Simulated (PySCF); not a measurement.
## ¹⁹F chemical shifts

Level of theory: GFN2-xTB structure, σ from GIAO-PBE0/pcSseg-1, in PySCF 2.14 (no solvent, one computed conformer, non-relativistic Hamiltonian, fast rotation and ring inversion assumed for equivalent nuclei).

Shieldings were converted by a linear fit to measured shifts: ¹⁹F (scatter 6.0 ppm rms, 7.0 ppm with the 5 outliers that the fit left out vs CFCl3, solution or neat liquid, with a term for F on sp3 carbon). Occasional misses reach two or three times the rms, and more in compound classes unlike the fitted ones.

Question: Give the ¹⁹F shifts of `FCC=C(F)F`, `F/C=C\F`.

Answer: 
```csv
compound,environment,δ (ppm)
[F:1][CH2:2][CH:3]=[C:4]([F:5])[F:6],F6: vinylic fluorine,-82.5
[F:1][CH2:2][CH:3]=[C:4]([F:5])[F:6],F5: vinylic fluorine,-84.5
[F:1][CH2:2][CH:3]=[C:4]([F:5])[F:6],F1: fluorine on an sp3 carbon,-216.2
F/C=C\F,vinylic fluorine (×2),-157.3
```

Question: Order these by ¹⁹F shift, lowest first.
A. CN[Si@@H]1NC[C@@H](CF)N1
B. CC(C)OCF
C. C=C(F)F

Answer: A (-226.8 ppm, fluorine on an sp3 carbon), B (-153.8 ppm, fluorine on an sp3 carbon), C (-76.5 ppm, vinylic fluorine).
